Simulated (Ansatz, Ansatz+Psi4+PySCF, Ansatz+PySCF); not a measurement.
```yaml
atoms:
  - { symbol: O, position_ang: [0.0000, 0.0000, 0.1193] }
  - { symbol: H, position_ang: [0.0000, 0.7632, -0.4770] }
  - { symbol: H, position_ang: [0.0000, -0.7632, -0.4770] }
```

Basis set: cc-pVTZ (spherical functions). Frozen core: 1 orbital. Charge 0, multiplicity 1.

Computed with Ansatz (development build ahead of 0.2.0); each method stands on the lowest determinant of its kind that the runs found. Restricted open shells among the atoms or ions are ROHF, correlated in semicanonical orbitals with singles.

Question: Give the atomization energy at this shape (free ground-state atoms in the same class of orbitals less the molecule, no zero-point energy) of singlet H2O by RHF-CCSD(T), RHF-MP2.

Answer:

```tsv
method	atomization energy
RHF-CCSD(T)	9.76 eV
RHF-MP2	9.90 eV
```
